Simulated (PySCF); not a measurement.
## C₂ at UHF-CCSD

Computed with UHF-CCSD; PySCF, no relativity, basis sets C def2-TZVPP.

| Quantity | Value |
| --- | --- |
| state | ³Πu (triplet), unpaired electrons σ ↑, π ↑ |
| bond length | 131.1 pm |
| harmonic wavenumber | 1677 cm⁻¹ |
| force constant | 9.94 mdyn/Å |
| rotational constant Be | 1.636 cm⁻¹ |
| anharmonicity ωexe | 11.1 cm⁻¹ |
| vibration–rotation constant αe | 0.0158 cm⁻¹ |
| well depth De to C + C | 5.61 eV |
| dissociation energy D0 | 5.50 eV |

Correlated steps freeze 2 core orbitals. The state was picked by a PBE0 search and need not be the measured ground state.
